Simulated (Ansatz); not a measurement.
Ansatz (a program for electronic structure) input (CCSD(T)/cc-pVTZ):

Ansatz 0.2 input:
```yaml
crystal:
  periodic: [false, false, false]
  atoms:
    - {symbol: Si, position_ang: [-0.00000000, -0.00000000, -0.55023073]}
    - {symbol: O, position_ang: [0.00000000, 0.00000000, 0.96290378]}
basis:
  gaussian:
    orbitals: cc-pVTZ
magnetization: {spin_polarized: false}
correlation: {method: ccsd_t, electrons: outside_noble_gas}
```

End of the output:

```
integrals: 0.03 GiB planned
391 factors; integrals over basis functions are off by at most 1.8e-3 eV
mean field: 0.09 GiB planned
mean field evaluation 1: about -9895.7546 eV, gradient 4.8e1 eV
mean field evaluation 2: about -9895.7652 eV, gradient 4.8e1 eV
mean field evaluation 4: about -9900.5220 eV, gradient 2.6e0 eV
mean field evaluation 8: about -9900.5549 eV, gradient 1.1e-1 eV
mean field evaluation 16: about -9900.5375 eV, gradient 5.5e-1 eV
mean field -9900.55497809 eV, -363.8386846075 hartree, gradient 8.2e-6 eV, S^2 0.000000; 0 other end points of the search recorded, 0 dependent functions left out
6 core orbitals not correlated
reference -9900.55497809 eV, -363.8386846075 hartree; 5, 5 occupied and 53, 53 virtual orbitals, 391 factors
second order -9.16533444 eV of doubles, -0.00000000 eV of singles
coupled cluster: 0.10 GiB planned
cycle   1  -8.72687742 eV  change    4.4e-1 eV  update   1.3e-1
cycle   2  -9.09675397 eV  change   -3.7e-1 eV  update   5.7e-2
cycle   3  -9.22763513 eV  change   -1.3e-1 eV  update   2.6e-2
cycle   4  -9.20666275 eV  change    2.1e-2 eV  update   6.8e-3
cycle   5  -9.20715017 eV  change   -4.9e-4 eV  update   2.6e-3
cycle   6  -9.20797745 eV  change   -8.3e-4 eV  update   8.0e-4
cycle   7  -9.20744472 eV  change    5.3e-4 eV  update   2.7e-4
cycle   8  -9.20743867 eV  change    6.1e-6 eV  update   7.6e-5
cycle   9  -9.20744667 eV  change   -8.0e-6 eV  update   2.4e-5
cycle  10  -9.20742579 eV  change    2.1e-5 eV  update   7.6e-6
cycle  11  -9.20742564 eV  change    1.5e-7 eV  update   3.5e-6
perturbative correction -0.48341061 eV, -0.0177650122 hartree
Total energy: -9910.24581434 eV, -364.1948162710 hartree
```
